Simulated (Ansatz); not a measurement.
C4H6O2, SMILES `C=C=C(O)CO`. Charge 0, multiplicity 1. The structure was optimised at the PBE0-D4/def2-TZVP level. It is one conformer, not always the lowest.

```xyz
12

C     0.299    2.334   -0.384
C    -0.009    1.074   -0.275
C    -0.298   -0.194   -0.159
O    -1.542   -0.734   -0.365
C     0.689   -1.256    0.211
O     0.302   -1.962    1.366
H     0.656    2.756   -1.321
H     0.214    3.016    0.458
H    -2.171   -0.025   -0.526
H     0.801   -1.936   -0.646
H     1.657   -0.800    0.415
H    -0.598   -2.272    1.225
```

(1) What is the dipole moment at ωB97M-V/def2-TZVPP? (An estimate is asked.)

(2) And with PBE, r2SCAN, B3LYP? (Estimate.)

(3) Give the Mulliken charges with ωB97M-V, B3LYP, r2SCAN in def2-TZVPP. (An estimate is asked.)

Results:

(1) Ansatz gave: 2.19 D, with components (-1.09, 1.39, -1.30) D in this frame, pointing from negative to positive charge.

(2) Computed: PBE 2.02 D, r2SCAN 2.07 D, B3LYP 2.15 D.

(3) The calculation gave: 
```csv
atom,ωB97M-V,B3LYP,r2SCAN
C1,-0.23,-0.23,-0.19
C2,-0.10,-0.07,-0.02
C3,0.13,0.10,0.05
O4,-0.31,-0.32,-0.35
C5,0.02,0.06,0.16
O6,-0.32,-0.34,-0.36
H7,0.12,0.12,0.10
H8,0.12,0.12,0.10
H9,0.18,0.20,0.21
H10,0.10,0.08,0.04
H11,0.10,0.09,0.04
H12,0.18,0.19,0.21
```

B3LYP here is the variant with VWN-RPA as its local correlation; programs differ in this.
